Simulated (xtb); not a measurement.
C2H7N, SMILES NCC. All values are semi-empirical tight-binding results from xtb (GFN2-xTB unless named), good for trends rather than for accurate numbers. Geometry optimised at GFN2-xTB. One conformer was computed; it need not be the lowest.

Problem. Estimate the properties. (Estimate from the structure and the level; the computed values follow.)

Solution. 
```yaml
orbital_gap: 11.34 eV
dipole_moment: 1.35 D
zero_point_energy: 57.0 kcal/mol
G − E(el) at 298.15 K (modified RRHO): 41.0 kcal/mol
static polarisability (D4 model): 37.6 bohr³
solvation energy, GFN2-xTB/ALPB(water): -2.3 kcal/mol
solvation energy, GFN2-xTB/ALPB(benzene): -2.5 kcal/mol
```

Computed IR lines (harmonic; lines under 4 % of the strongest left out, lines within 3 cm⁻¹ merged):
ν (cm⁻¹): 216 (w), 278 (m), 831 (w), 916 (s), 954 (m), 1135 (w), 1149 (s), 1226 (w), 1279 (w), 1361 (w), 1407 (w), 1567 (m), 2808 (vs), 2959 (m), 3028 (m), 3043 (m), 3054 (m), 3384 (w), 3417 (w) (against the strongest line: vs over 80 %, s over 45 %, m over 15 %, w over 4 %, vw less)
